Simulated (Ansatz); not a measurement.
## [BH₂···H···CH₃], doublet: the ladder up to UCCSDT(Q)

Geometry: a point of a hydrogen-transfer path between rigid fragments, not a stationary point.

```xyz
8

B    -1.5181    0.0000    0.0000
H    -2.1148    1.0336    0.0000
H    -2.1148   -1.0336    0.0000
H    -0.2351    0.0000    0.0000
C     1.3909    0.0000    0.0000
H     1.3909   -1.0800    0.0000
H     1.3909    0.5400    0.9353
H     1.3909    0.5400   -0.9353
```

Basis cc-pVDZ; Ansatz 0.2.0. Only valence electrons are correlated (noble-gas cores frozen), which leaves 13 electrons in 56 orbitals. R marks a restricted (for open shells ROHF) determinant, U an unrestricted one. Active spaces: pair = (3e, 3o) about the gap; frontier = (9e, 9o) about the gap.

Full CI isn't at hand for all of this; UCCSDT(Q) serves as the reference, and is uncertain by about the last step of the cluster series. The frozen core follows each run's orbitals, which can shift R against U totals by a few meV.

For open shells CISD is restricted-active-space CI with the open shells as a complete middle space.

The UHF ⟨S²⟩ is 0.769 and the T1 diagnostic (RCCSD) is 0.0172. The largest doubles amplitude (RCCSD) is 0.044. The T1 diagnostic (UCCSD) is 0.0107.

| level | E − E(RHF) (eV) |
| --- | --- |
| UHF | -0.1591 |
| RMP2 | -6.4274 |
| UMP2 | -6.4201 |
| RCCSD | -7.6805 |
| UCCSD | -7.6829 |
| RCCSD(T) | -7.8303 |
| UCCSD(T) | -7.8300 |

**Question.** Estimate how far UCCSDT(Q) in cc-pVDZ lies from RCCSD(T). The table doesn't fix it; the size of (T) and the diagnostics are the guide.

**Answer.** UCCSDT(Q) in cc-pVDZ lies 1.13 mEh below RCCSD(T), which is 20 % of the (T) step (-5.51 mEh). The diagnostics are small and one determinant leads, so the series closes fast and only a small part of (T) is left.

The other levels:

| level | E − E(UCCSDT(Q)) (mEh) | share of correlation (%) | wall time |
| --- | --- | --- | --- |
| CISD | 30.15 | 89.56 | 6.5 s |
| BCCD(T) | 1.13 | 99.61 | 3.8 s |
| RCCSDT | 0.23 | 99.92 | – |
| UCCSDT | 0.21 | 99.93 | – |
| RCCSDT(Q) | 0.02 | 99.99 | 7 s (H100) |
| CASSCF (pair space) | 272.61 | 5.63 | – |
| MRCISD (pair space) | 27.60 | 90.45 | – |
| MRCISD+Q (pair space) | 2.27 | 99.21 | 15 s (H100) |
| CASSCF (frontier space) | 210.18 | 27.24 | – |
| NEVPT2 (frontier space) | 49.50 | 82.87 | 10 s (H100) |
| NEVPT4(SD) (frontier space) | 4.85 | 98.32 | 14 s (H100) |
| MRCISD (frontier space) | 16.69 | 94.22 | – |
| MRCISD+Q (frontier space) | 0.96 | 99.67 | 14 s (H100) |

The correlation energy at UCCSDT(Q), counted from RHF, is -7.861 eV. That run took 6 s on 2 threads of AMD EPYC 7R13 with a shared H100 80 GB, shared host.

Times hold each run's SCF and search for its determinant on a shared host, so for small cases they say little of a method's own cost; rows without a card ran on 1 thread of AMD EPYC 7R13.
